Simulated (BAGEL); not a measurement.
**BNH4 (BH2(NH2)): B3LYP/def2-TZVPP (density fitting with qzvpp-jkfit)**

What is the energy change on altering one bond length of BNH4 (BH2(NH2)) at B3LYP/def2-TZVPP (density fitting with qzvpp-jkfit)? 

The results are computed with BAGEL 1.2.2.

1 further run of the same task is left out (it didn't finish).

## Step 1: Starting point

The species is BNH4 (6 atoms), meant as a singlet with charge 0. SMILES: `[H]B([H])N`. The shape is that of a GFN2-xTB optimisation.

Bond lengths: B1–N4 1.378 Å, B1–H2 1.171 Å, B1–H3 1.171 Å, N4–H5 1.007 Å, N4–H6 1.007 Å. Angles: B1–N4–H5 123.8°, B1–N4–H6 123.7°, H2–B1–N4 118.8°, H3–B1–N4 119.0°, H5–N4–H6 112.5°, H2–B1–H3 122.1°.

## Step 2: A single-point energy at B3LYP/def2-TZVPP (density fitting with qzvpp-jkfit)

File calc.json:

```json
{ "bagel": [

{
  "title": "molecule",
  "basis": "tzvpp",
  "df_basis": "qzvpp-jkfit",
  "angstrom": true,
  "geometry": [
    { "atom": "B", "xyz": [       0.341950,       0.595150,       0.003650 ] },
    { "atom": "H", "xyz": [       1.330110,       0.674300,       0.627440 ] },
    { "atom": "H", "xyz": [      -0.078600,       1.496820,      -0.614110 ] },
    { "atom": "N", "xyz": [      -0.345390,      -0.598720,      -0.003870 ] },
    { "atom": "H", "xyz": [      -1.199300,      -0.750580,      -0.515060 ] },
    { "atom": "H", "xyz": [      -0.048780,      -1.416960,       0.501960 ] }
  ]
},

{ "title": "ks", "xc_func": "b3lyp" },

{ "title": "print", "file": "orbitals.molden", "orbitals": true }

]}
```

Command:

```console
$ BAGEL_NUM_THREADS=1 BAGEL calc.json > calc.out
```

What it wrote:

```text
* using 1 threads per process

  ===============================================================
  ===============================================================

  *** Geometry ***

  { "atom" : "B", "xyz" : [      0.646192,      1.124671,      0.006898 ] },
  { "atom" : "H", "xyz" : [      2.513544,      1.274242,      1.185690 ] },
  { "atom" : "H", "xyz" : [     -0.148532,      2.828580,     -1.160500 ] },
  { "atom" : "N", "xyz" : [     -0.652693,     -1.131417,     -0.007313 ] },
  { "atom" : "H", "xyz" : [     -2.266349,     -1.418391,     -0.973322 ] },
  { "atom" : "H", "xyz" : [     -0.092181,     -2.677666,      0.948567 ] },

  Number of auxiliary basis functions:      224

  Since a DF basis is specified, we compute 2- and 3-index integrals:
    o Being stored without compression. Storage requirement is 0.025 GB

  Number of basis functions:      118
  Number of electrons      :       16

    * METHOD: MOLECULE                             0.08

  *** Kohn-Sham DFT ***

    * Removing 9080 points whose weight is below 1.00e-10
    * Grid points: 80356

  === Nuclear Repulsion ===
    32.5354765644

       - DIIS with orbital gradients will be used.

  === KS iteration (b3lyp / tzvpp) ===
      0        -62.20638697          0.15081842           0.24
      1        -64.54296235          0.10083830           0.24
      2        -65.49113898          0.14275849           0.23
      3        -78.86593944          0.09612285           0.23
      4        -80.80442231          0.06378018           0.24
      5        -80.96277728          0.06082162           0.24
      6        -81.11045051          0.05666827           0.24
      7        -81.97381846          0.01973320           0.24
      8        -82.07271707          0.00595629           0.24
      9        -82.08340636          0.00025696           0.24
     10        -82.08342136          0.00005946           0.24
     11        -82.08342214          0.00000346           0.24
     12        -82.08342214          0.00000093           0.24
     13        -82.08342214          0.00000045           0.24
     14        -82.08342214          0.00000030           0.24
     15        -82.08342214          0.00000002           0.23
     16        -82.08342214          0.00000000           0.24
    * SCF iteration converged.

    * Permanent dipole moment:
           (    0.383615,     0.665376,     0.004153) a.u.

    * METHOD: KS                                   4.44

    * METHOD: PRINT                                0.02

  ===============================================================
```

Wall time 4.8 s (1 thread of Arm Neoverse V2, shared host); peak memory 0.42 GiB.

## Step 3: The distorted shape

File input.json:

```json
{ "bagel": [

{
  "title": "molecule",
  "basis": "tzvpp",
  "df_basis": "qzvpp-jkfit",
  "angstrom": true,
  "geometry": [
    { "atom": "B", "xyz": [    0.045529,    0.571407,   -0.183470 ] },
    { "atom": "H", "xyz": [    1.330110,    0.674300,    0.627440 ] },
    { "atom": "H", "xyz": [   -0.375021,    1.473077,   -0.801230 ] },
    { "atom": "N", "xyz": [   -0.641811,   -0.622463,   -0.190990 ] },
    { "atom": "H", "xyz": [   -1.495721,   -0.774323,   -0.702180 ] },
    { "atom": "H", "xyz": [   -0.345201,   -1.440703,    0.314840 ] }
  ]
},
{ "title": "ks", "xc_func": "b3lyp" },
{ "title": "print", "file": "orbitals.molden", "orbitals": true }

]}
```

Command:

```console
$ BAGEL_NUM_THREADS=1 BAGEL input.json > input.out
```

What it wrote:

```text
* using 1 threads per process

  ===============================================================
  ===============================================================

  *** Geometry ***

  { "atom" : "B", "xyz" : [      0.086037,      1.079803,     -0.346708 ] },
  { "atom" : "H", "xyz" : [      2.513544,      1.274242,      1.185690 ] },
  { "atom" : "H", "xyz" : [     -0.708687,      2.783712,     -1.514105 ] },
  { "atom" : "N", "xyz" : [     -1.212847,     -1.176285,     -0.360919 ] },
  { "atom" : "H", "xyz" : [     -2.826503,     -1.463258,     -1.326928 ] },
  { "atom" : "H", "xyz" : [     -0.652335,     -2.722534,      0.594961 ] },

  Number of auxiliary basis functions:      224

  Since a DF basis is specified, we compute 2- and 3-index integrals:
    o Being stored without compression. Storage requirement is 0.025 GB

  Number of basis functions:      118
  Number of electrons      :       16

    * METHOD: MOLECULE                             0.08

  *** Kohn-Sham DFT ***

    * Removing 8724 points whose weight is below 1.00e-10
    * Grid points: 80712

  === Nuclear Repulsion ===
    31.7446674700

       - DIIS with orbital gradients will be used.

  === KS iteration (b3lyp / tzvpp) ===
      0        -62.14260305          0.15013536           0.24
      1        -64.28892501          0.09043330           0.24
      2        -65.69659080          0.14287970           0.24
      3        -76.60875193          0.11284237           0.24
      4        -78.81736976          0.09036131           0.24
      5        -79.42083798          0.08544275           0.24
      6        -78.01665443          0.09852570           0.24
      7        -74.44868585          0.12531679           0.24
      8        -81.91040890          0.01947830           0.24
      9        -82.02794270          0.00952049           0.24
     10        -82.05167854          0.00342373           0.24
     11        -82.05495864          0.00108744           0.24
     12        -82.05542270          0.00008805           0.24
     13        -82.05542613          0.00001893           0.24
     14        -82.05542623          0.00000619           0.24
     15        -82.05542624          0.00000079           0.25
     16        -82.05542624          0.00000051           0.24
     17        -82.05542624          0.00000005           0.24
     18        -82.05542624          0.00000001           0.24
     19        -82.05542624          0.00000000           0.25
    * SCF iteration converged.

    * Permanent dipole moment:
           (    0.595076,     0.704103,     0.129692) a.u.

    * METHOD: KS                                   5.21

    * METHOD: PRINT                                0.02

  ===============================================================
```

It took 5.7 s on 1 thread of Arm Neoverse V2, shared host; peak memory 0.42 GiB.

## Step 4: Summary of results

Level: B3LYP/def2-TZVPP (density fitting with qzvpp-jkfit).

```
                                                         quantity         value
                                        first shape: total energy  -82.08342 Eh
                                       first shape: dipole moment        1.95 D
                                         first shape: HOMO energy      -8.44 eV
                                         first shape: LUMO energy       0.02 eV
                                       first shape: HOMO–LUMO gap       8.46 eV
                                    distorted shape: total energy  -82.05543 Eh
                                   distorted shape: dipole moment        2.37 D
                                     distorted shape: HOMO energy      -8.11 eV
                                     distorted shape: LUMO energy      -0.12 eV
                                   distorted shape: HOMO–LUMO gap       7.99 eV
energy change with the B1–H2 bond stretched from 1.171 to 1.523 Å      0.762 eV
```

What this shows: With the B1–H2 bond stretched from 1.171 to 1.523 Å the energy rises by 0.76 eV (73.5 kJ/mol). The first shape isn't relaxed at this level, so the change isn't measured from a minimum.
